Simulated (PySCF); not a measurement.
Basis-set dependence of BH⁺ at PBE0

PySCF, UKS reference; doublet, unpaired electrons σ ↑; De to B⁺ + H without counterpoise correction.

| basis | relativity | functions | Re (Å) | ωe (cm⁻¹) | De (eV) | μ (D) |
| --- | --- | --- | --- | --- | --- | --- |
| STO-3G | no relativity | 6 | 1.234 | 2746 | 3.33 | 0.10 |
| 3-21G | no relativity | 11 | 1.209 | 2574 | 2.52 | 0.34 |
| jorge-DZP-DKH | spin-free X2C | 20 | 1.230 | 2511 | 2.53 | 0.44 |
| def2-TZVP | no relativity | 37 | 1.208 | 2534 | 2.62 | 0.38 |
| def2-TZVPPD | no relativity | 54 | 1.208 | 2531 | 2.62 | 0.39 |

How does each smaller set differ from the one with most functions, def2-TZVPPD?

STO-3G: +2.6 pm, +8.5 % in ωe, +0.71 eV in De; 3-21G: +0.1 pm, +1.7 % in ωe, -0.10 eV in De; jorge-DZP-DKH: +2.2 pm, -0.8 % in ωe, -0.09 eV in De; def2-TZVP: +0.0 pm, +0.1 % in ωe, +0.00 eV in De. All at PBE0; the set with most functions is neither the basis-set limit nor always the best. The rows treat relativity differently, so the differences are not basis effects alone.

A positive dipole points towards H; it is taken about the centre of mass and depends on that origin. For an ion De counts to the pair picked by the measured ionisation energies or electron affinities, which need not be the lowest pair at this level. 3-21G and STO-3G are very small, so such numbers show the basis as much as the molecule. The state was picked by a PBE0 search and need not be the measured ground state.
